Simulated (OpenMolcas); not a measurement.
# singlet N2H+ at 6 levels

Aim: a comparison of 6 runs (HF/STO-3G, B2PLYP/STO-3G, SVWN5/STO-3G, r2SCAN/STO-3G, MP2/STO-3G, ACPF/STO-3G) of singlet N2H+. 

Program for the calculation: OpenMolcas 26.06.

### Step 1. The molecule

The species is N2H+ (3 atoms), meant as a singlet with charge +1. As SMILES of the parent species, `[N]=N`. The coordinates come from a PBE0-D4/def2-TZVP relaxation. That shape belongs to the parent species and isn't relaxed for this state.

Bond lengths: N1–N2 1.165 Å, N2–H3 1.057 Å. Angles: N1–N2–H3 117.5°.

### Step 2. A single-point energy at HF/STO-3G (run 1)

Input file calc.input:

```
&GATEWAY
BasLib=$CurrDir
Coord
3
angstrom
N        0.710530      -0.606720       0.326180
N       -0.268660      -0.217710      -0.170100
H       -0.441870       0.824430      -0.156080
Basis=STO-3G
Group=NoSym
&SEWARD
&SCF
Charge=1
Thresholds=1e-10 1e-07 1e-07 1e-05
PrOrbitals=1 1
```

The basis set STO-3G is read from a file made from the Basis Set Exchange's data (not shown).

Launch:

```console
$ export MOLCAS_MEM=1860
$ pymolcas calc.input > calc.log
```

What it wrote:

```text
--- Start Module: gateway ---
[...]
--- Stop Module: gateway /rc=_RC_ALL_IS_WELL_ ---
--- Start Module: seward ---
[...]
      Basis functions           11
--- Stop Module: seward /rc=_RC_ALL_IS_WELL_ ---
--- Start Module: scf ---
[...]
       Convergence after  16 Iterations
[...]
::    Total SCF energy                               -107.6826758812
[...]
      Total spin, S                                     0.0000000000
[...]
      Total electronic charge=   14.000000
      Total            charge=    1.000000
[...]
      Dipole Moment (debye):
      Origin of the operator (angstrom)=    0.1979   -0.3693    0.0699
                   X= -8.9616E-01               Y=  2.6107E+00               Z= -2.1837E-01           Total=  2.7688E+00
      Center of Charge (angstrom)
[...]
--- Stop Module: scf /rc=_RC_ALL_IS_WELL_ ---
[...]
```

Run time: 1.4 s. Hardware: 1 thread of Arm Neoverse V2, shared host; peak memory 0.37 GiB.

### Step 3. A single-point energy at B2PLYP/STO-3G (run 2)

Input file calc.input:

```
>>> EXPORT MOLCAS_PRINT=2

&GATEWAY
  BasLib = $CurrDir
  Coord
  3
  angstrom
  N        0.710530      -0.606720       0.326180
  N       -0.268660      -0.217710      -0.170100
  H       -0.441870       0.824430      -0.156080
  Basis = STO-3G
  Group = NoSym

&SEWARD
  GridInput
  Grid=UltraFine
  End of Grid

&SCF
  Charge = 1
  KSDFT = B2PLYP_SCF
  Thresholds = 1e-10 1e-07 1e-07 1e-05
  PrOrbitals = 1 1

&MBPT2
  Frozen = 2
```

The basis set STO-3G is read from a file made from the Basis Set Exchange's data (not shown).

Launch:

```console
$ export MOLCAS_MEM=1860
$ pymolcas calc.input > calc.log
```

What it wrote:

```text
--- Start Module: gateway ---
[...]
--- Stop Module: gateway /rc=_RC_ALL_IS_WELL_ ---
[...]
      Basis functions           11
[...]
--- Start Module: scf ---
[...]
       Convergence after  14 Iterations
[...]
::    Total KS-DFT energy                            -108.0538741318
[...]
      Total spin, S                                     0.0000000000
[...]
      Total electronic charge=   14.000000
      Total            charge=    1.000000
[...]
      Dipole Moment (debye):
      Origin of the operator (angstrom)=    0.1979   -0.3693    0.0699
                   X= -1.0156E+00               Y=  2.5851E+00               Z= -2.8656E-01           Total=  2.7922E+00
      Center of Charge (angstrom)
[...]
--- Stop Module: scf /rc=_RC_ALL_IS_WELL_ ---
[...]
--- Start Module: mbpt2 ---
[...]
 ###    WARNING: MP2 implementation intended for RHF references only         ###
 ###############################################################################
MBPT2 WARNING: Reference function according to RunFile:KS-DFT
I'll assume you know what you're doing and continue
WARNING!
Default frozen orbitals as non valence orbitals is overwritten by user input.
Default values:   2
[...]
       Reference weight ( Cref**2 )         =        0.84454
::    Total MBPT2 energy                             -108.3021083358
[...]
      Total MBPT2 calculations                           0.02      0.03
--- Stop Module: mbpt2 /rc=_RC_ALL_IS_WELL_ ---
[...]
```

Wall time 2.8 s (1 thread of Arm Neoverse V2, shared host); peak memory 0.37 GiB.

### Step 4. A single-point energy at SVWN5/STO-3G (run 3)

Input file calc.inp:

```
&GATEWAY
  BasLib=$CurrDir
  Coord
  3
  angstrom
  N        0.710530      -0.606720       0.326180
  N       -0.268660      -0.217710      -0.170100
  H       -0.441870       0.824430      -0.156080
  Basis=STO-3G
  Group=NoSym

&SEWARD
  GridInput
  Grid=UltraFine
  End of Grid

&SCF
  Charge=1
  KSDFT=SVWN5
  Thresholds=1e-10 1e-07 1e-07 1e-05
  PrOrbitals=1 1
```

The basis set STO-3G is read from a file made from the Basis Set Exchange's data (not shown).

Launch:

```console
$ export MOLCAS_MEM=1860
$ pymolcas calc.inp > calc.log
```

What it wrote:

```text
--- Start Module: gateway ---
[...]
--- Stop Module: gateway /rc=_RC_ALL_IS_WELL_ ---
--- Start Module: seward ---
[...]
      Basis functions           11
--- Stop Module: seward /rc=_RC_ALL_IS_WELL_ ---
--- Start Module: scf ---
[...]
       Convergence after  17 Iterations
[...]
::    Total KS-DFT energy                            -107.3525568482
[...]
      Total spin, S                                     0.0000000000
[...]
      Total electronic charge=   14.000000
      Total            charge=    1.000000
[...]
      Dipole Moment (debye):
      Origin of the operator (angstrom)=    0.1979   -0.3693    0.0699
                   X= -1.1370E+00               Y=  2.5517E+00               Z= -3.5659E-01           Total=  2.8162E+00
      Center of Charge (angstrom)
[...]
--- Stop Module: scf /rc=_RC_ALL_IS_WELL_ ---
[...]
```

Run time: 2.8 s. Hardware: 1 thread of Arm Neoverse V2, shared host; peak memory 0.37 GiB.

Runs 4 to 5 aren't shown in full; the table further down has their settings and results.

### Step 5. A single-point energy at ACPF/STO-3G (run 6)

Input file calc.input:

```
>>> EXPORT MOLCAS_PRINT=2
&gateway
baslib=$CurrDir
coord
3
angstrom
N        0.710530      -0.606720       0.326180
N       -0.268660      -0.217710      -0.170100
H       -0.441870       0.824430      -0.156080
basis=STO-3G
group=NoSym
&seward
&scf
charge=1
thresholds=1e-10 1e-07 1e-07 1e-05
prorbitals=1 1
&motra
frozen=2
&guga
electrons=10
spin=1
inactive=5
active=0
ciall=1
&cpf
acpf
```

The basis set STO-3G is read from a file made from the Basis Set Exchange's data (not shown).

Launch:

```console
$ export MOLCAS_MEM=1860
$ pymolcas calc.input > calc.log
```

What it wrote:

```text
--- Start Module: gateway ---
[...]
--- Stop Module: gateway /rc=_RC_ALL_IS_WELL_ ---
[...]
      Basis functions           11
[...]
       Convergence after  16 Iterations
[...]
::    Total SCF energy                               -107.6826758812
[...]
      Total spin, S                                     0.0000000000
[...]
      *** WARNING: Default frozen orbitals is overwritten by user input.
      *** Default values:   2
[...]
--- Start Module: guga ---
[...]
--- Stop Module: guga /rc=_RC_ALL_IS_WELL_ ---
--- Start Module: cpf ---
[...]
      Active orbitals                            0       0
[...]
      Spin quantum number                      0.0
[...]
     FINAL ACPF ENERGY        -107.87143100
     FINAL CORRELATION ENERGY   -0.18875512  REFERENCE ENERGY    -107.68267588
[...]
      Title:  ACPF natural orbitals
[...]
      Total electronic charge=   14.000000
      Total            charge=    1.000000
[...]
      Dipole Moment (debye):
      Origin of the operator (angstrom)=    0.1979   -0.3693    0.0699
                   X= -1.4840E+00               Y=  2.5002E+00               Z= -5.5226E-01           Total=  2.9594E+00
      Quadrupole Moment (debye*angstrom):
[...]
--- Stop Module: cpf /rc=_RC_ALL_IS_WELL_ ---
[...]
```

Wall time 1.6 s (1 thread of Arm Neoverse V2, shared host); peak memory 0.37 GiB.

### Step 6. All runs side by side

| run | level | frozen core orbitals | integration grid | energy (Eh) | HOMO energy (eV) | LUMO energy (eV) | HOMO–LUMO gap (eV) | wall time |
| --- | --- | --- | --- | --- | --- | --- | --- | --- |
| 1 | HF/STO-3G | – | – | -107.682676 | -25.84 | -7.47 | 18.37 | 1.4 s |
| 2 | B2PLYP/STO-3G | 2 | UltraFine | -108.120897 | -23.35 | -10.92 | 12.43 | 2.8 s |
| 3 | SVWN5/STO-3G | – | UltraFine | -107.352557 | -19.80 | -14.30 | 5.51 | 2.8 s |
| 4 | r2SCAN/STO-3G | – | UltraFine | -108.206770 | -20.40 | -14.12 | 6.28 | 3.6 s |
| 5 | MP2/STO-3G | 2 | – | -107.862595 | -25.84 | -7.47 | 18.37 | 1.5 s |
| 6 | ACPF/STO-3G | 2 | – | -107.871431 | -25.84 | -7.47 | 18.37 | 1.6 s |

### Step 7. Outcome

| quantity | value |
| --- | --- |
| run 6: total energy | -107.87143 Eh |
| run 6: HOMO energy (Hartree–Fock orbitals) | -25.84 eV |
| run 6: LUMO energy (Hartree–Fock orbitals) | -7.47 eV |
| run 6: HOMO–LUMO gap (Hartree–Fock orbitals) | 18.37 eV |
| run 6: correlation energy (2 core orbitals frozen) | -188.8 mEh |

**Reading.** Below the HF energy at the same shape and in the same basis (STO-3G): MP2 -179.9 mEh; ACPF -188.8 mEh. Over runs 1, 2, 3, 4 the HOMO–LUMO gap runs from 5.51 eV (SVWN5/STO-3G) to 18.37 eV (HF/STO-3G). Exact exchange widens orbital gaps. For B2PLYP the log adds the whole second-order term; the table takes 0.27 of it, as the functional is defined. Totals of different functionals can't be ranked against each other. In runs 1, 2, 3, 4, 5, 6 the basis is minimal, so the values are rough. All runs together took 14 s, the longest 3.6 s.
